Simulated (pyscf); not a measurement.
## Concerted two-bond exchange: H₂N–SiH(NH₂)–NH₂ → H₂N–SiH(NH₂)–NH₂

Gas phase, singlet surface, charge 0. Bonds broken: N1–H7, Si2–H5. Bonds formed: N1–H5, Si2–H7. Structures and frequencies: ωB97X-D3(BJ)/def2-SVP in PySCF. MP2 and CC: frozen core, UHF for open shells. ΔMP2 is the change of the MP2 total energy from the triple- to the quadruple-zeta basis.

Transition state (Å):

```xyz
11

N      0.6897     0.9026     0.6174
Si    -0.7787     0.3796     0.0743
N     -1.2366    -0.2977    -1.4105
N     -2.1067     0.5182     1.1064
H      0.3476    -0.7569     0.9813
H      1.4077     0.6438    -0.0734
H     -0.1250     2.0280    -0.4011
H     -0.6693    -0.2142    -2.2457
H     -2.0021    -0.9551    -1.5102
H     -3.0617     0.6055     0.7826
H     -1.9904     0.7194     2.0926
```

One imaginary mode, 1535i cm⁻¹; descent along it reached the two sides named.

```json
[
 {"bond": "N1–H7", "change": "breaks", "reactant side (Å)": "1.015", "saddle": "1.723", "product side": "2.543"},
 {"bond": "Si2–H5", "change": "breaks", "reactant side (Å)": "1.496", "saddle": "1.839", "product side": "2.414"},
 {"bond": "N1–H5", "change": "forms", "reactant side (Å)": "2.543", "saddle": "1.733", "product side": "1.015"},
 {"bond": "Si2–H7", "change": "forms", "reactant side (Å)": "2.416", "saddle": "1.836", "product side": "1.496"}
]
```

Electronic energies relative to the reactant's lowest minimum found (eV):

```
level                             barrier  reaction energy  reverse barrier
--------------------------------  -------  ---------------  ---------------
ωB97X-D3(BJ)/def2-TZVP               5.48             0.00             5.48
PBE/def2-TZVP                        4.70             0.00             4.70
r²SCAN/def2-TZVP                     4.97             0.00             4.97
B3LYP-D3(BJ)/def2-TZVP               5.11             0.00             5.11
PBE0-D3(BJ)/def2-TZVP                5.18             0.00             5.18
M06-2X/def2-TZVP                     5.46             0.00             5.46
ωB97M-D3(BJ)/def2-TZVP               5.31             0.00             5.31
HF/def2-TZVP                         6.21             0.00             6.21
MP2/def2-QZVPP                       5.68             0.00             5.68
CCSD/def2-TZVPP                      5.55             0.00             5.55
CCSD(T)/def2-TZVPP                   5.30             0.00             5.30
CCSD(T)/def2-TZVPP + ΔMP2(QZVPP)     5.30             0.00             5.30
```

With CCSD(T)/def2-TZVPP + ΔMP2(QZVPP) energies and thermal terms (ideal gas, 1 atm, RRHO with modes under 100 cm⁻¹ raised to 100, one conformer, R ln 2 for chiral ones without a mode under 150 cm⁻¹), in eV:

```csv
T (K),ΔH‡,ΔG‡,ΔH,ΔG
298,5.01,4.99,0.00,0.00
600,5.01,4.98,0.00,0.00
900,5.02,4.96,0.00,0.00
1200,5.03,4.93,0.00,0.00
```

The same reactants have a lower exit, to HN=SiH–NH₂ + NH₃ (highest point, the separated products, at +2.79 eV at ωB97M-D3(BJ)/def2-TZVP, against +5.31 eV here). This is the saddle that the search found; another between the same sides may lie lower. The CCSD(T) − MP2 part came from Ansatz, without density fitting, on the same reference.
